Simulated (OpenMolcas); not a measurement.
Potential curves of ClF: spin–orbit levels

Calculated with OpenMolcas 26.06: state-averaged CASSCF(10,6) over Cl 3p, F 2p, XMS-CASPT2 (IPEA 0.25, imaginary shift 0.2 hartree), scalar X2C, ANO-RCC-VTZP, then RASSI spin–orbit state interaction with atomic mean-field integrals. C2 symmetry about the axis (a holds Σ, Δ, Γ; b holds Π, Φ, H; Σ⁺ and Σ⁻ are not told apart); roots by multiplicity and irrep: 1a 1, 3b 4, 1b 4, 3a 1.

XMS-CASPT2 energies with spin–orbit state interaction in eV from the lowest point. Curves are followed by energy order within each symmetry, so they are adiabatic and may change character at avoided crossings; for Ω = 0 the + and − levels are counted together.

```csv
R (Å),(1)Ω=0,(1)Ω=2,(1)Ω=1,(2)Ω=0,(3)Ω=0,(2)Ω=1,(2)Ω=2,(3)Ω=1,(4)Ω=0
1.427,0.955,5.107,5.139,5.172,5.173,6.156,12.325,12.344,12.363
1.510,0.298,3.946,3.977,4.010,4.010,4.998,9.882,9.900,9.919
1.584,0.045,3.220,3.251,3.283,3.284,4.250,8.173,8.192,8.212
1.659,0.000,2.748,2.778,2.810,2.811,3.705,6.832,6.851,6.871
1.742,0.108,2.376,2.406,2.437,2.438,3.276,5.685,5.704,5.725
1.825,0.313,2.184,2.212,2.243,2.245,2.977,4.821,4.840,4.862
1.941,0.673,2.076,2.104,2.134,2.136,2.720,3.958,3.977,4.000
```

Question: With masses 34.969 and 18.998 u, fit the curves (1)Ω=0 near their minima.

Answer: At XMS-CASPT2 with spin–orbit state interaction, Te from the lowest curve (the fit fixes ωe to a per cent or two; the method's Re and ωe can be off by some per cent):

| curve | Te (cm⁻¹) | Re (Å) | ωe (cm⁻¹) |
| --- | --- | --- | --- |
| (1)Ω=0 | 0 | 1.641 | 769.2 |

The 9 lowest clean curves are shown; the next is (5)Ω=0, from 4.00 eV. Only roots inside an energy window near the equilibrium distance were included, so the list of states is not complete; labels number the states computed. Each spin and symmetry block has orbitals of its own, averaged over its own roots, so gaps between blocks are less sure than gaps within one and near the minimum can be off by tenths of an eV, in bad cases by more. No Rydberg orbitals are active, so Rydberg states, and σ→σ* states whose orbital the CASSCF left unused, can be missing between those listed.
